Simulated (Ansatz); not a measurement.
Reaction (isomerisation): `C/N=N\C` → `N/C=C\N`

Gas-phase electronic energies from Ansatz, PBE0-D4/def2-TZVP geometries. CCSD(T)/CBS adds triple-zeta CCSD(T) − MP2 to the extrapolated MP2 energy (def2 sets, frozen cores). This one scheme is used for every species. Double bonds are as drawn, so ΔE can hold a change between cis and trans. DFT in def2-TZVPP. HSE06 is defined as in plane-wave codes. One conformer a species, not always the lowest.

```tsv
level	ΔE (kJ/mol)	difference from CCSD(T)/CBS
LDA (SPW92)	-147.8	-17.6
revPBE-D4	-117.1	13.1
BLYP-D4	-120.2	10.0
B97M-V	-123.8	6.4
r2SCAN0-D4	-140.2	-10.0
HSE06-D4	-135.5	-5.3
PBE-QIDH	-138.5	-8.3
PBE0	-135.3	-5.1
r2SCANh	-134.9	-4.7
HSE06	-135.4	-5.2
BHLYP	-138.9	-8.7
LC-ωPBE	-133.1	-2.9
MP2/def2-SVP	-122.7	7.5
SCS-MP2/def2-TZVPP	-124.7	5.5
MP2/def2-QZVPP	-140.8	-10.6
HF/CBS(def2)	-135.0	-4.8
CCSD(T)/CBS	-130.2	0
```

Q: What do rigid-rotor, harmonic-oscillator terms from PBE0-D4/def2-TZVP frequencies (298.15 K, 1 bar) make of the CCSD(T)/CBS value? (An estimate is asked.)

A: The calculation gave: ΔZPE = +7.4 kJ/mol, ΔH = -122.5 kJ/mol, ΔS = 0 J/(mol·K), ΔG = -122.5 kJ/mol.

Largest T1 diagnostic among the species: 0.012.

From BLYP to BHLYP (50 % exact exchange), in def2-TZVPP and without D4, ΔE moves by −18.6 kJ/mol. At CCSD(T), def2-SVP lies +22.6 kJ/mol from the extrapolated value and def2-TZVPP +9.2 kJ/mol.
